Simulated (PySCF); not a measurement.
## Mass spectrum arithmetic for CS

Species: `[C-]#[S+]`.

Calculated from tabulated atomic weights, isotope masses and abundances; no fragmentation.

(1) What are the average molar mass and the monoisotopic mass?

(2) What cluster does the molecular ion M+• show when like nominal masses merge?

(3) What share of all molecules is the monoisotopic species?

(4) What is the composition by mass?

(5) Which m/z would the protonated and sodiated molecule have?

(6) What resolving power m/Δm just matches the spacing of the species with one 33S and with one 13C?

(7) List the species in which a single atom is changed from its most abundant isotope.

Results:

(1) For CS, with standard atomic weights, 1 × 12.011 + 1 × 32.060 = 44.071 g/mol. From the most abundant isotopes (12C, 32S), 1 × 12.000000 + 1 × 31.972071 = 43.9721 u.

(2) 
```csv
nominal mass,m/z (centroid),relative intensity
44,43.9715,100.0
45,44.9732,1.9
46,45.9673,4.5
```

Lines under 0.1 % of the tallest are left out. One electron mass, 0.00055 u, is taken off.

(3) 0.9893 × 0.9493 = 93.91 %.

(4) C 27.25 %, S 72.75 %.

(5) [M+H]+ 44.9793, [M+Na]+ 66.9613, for the monoisotopic species (arithmetic only; whether such ions form is another matter).

(6) They lie 0.00397 u apart at mass 44.97, so m/Δm is about 11000.

(7) Intensity in % of the monoisotopic species:

| isotope | mass shift (u) | m/z | intensity (%) |
| --- | --- | --- | --- |
| 33S | +0.99939 | 44.9709 | 0.80 |
| 13C | +1.00335 | 44.9749 | 1.08 |
| 34S | +1.99580 | 45.9673 | 4.52 |
| 36S | +3.99501 | 47.9665 | 0.02 |

Species under 0.02 % are left out.
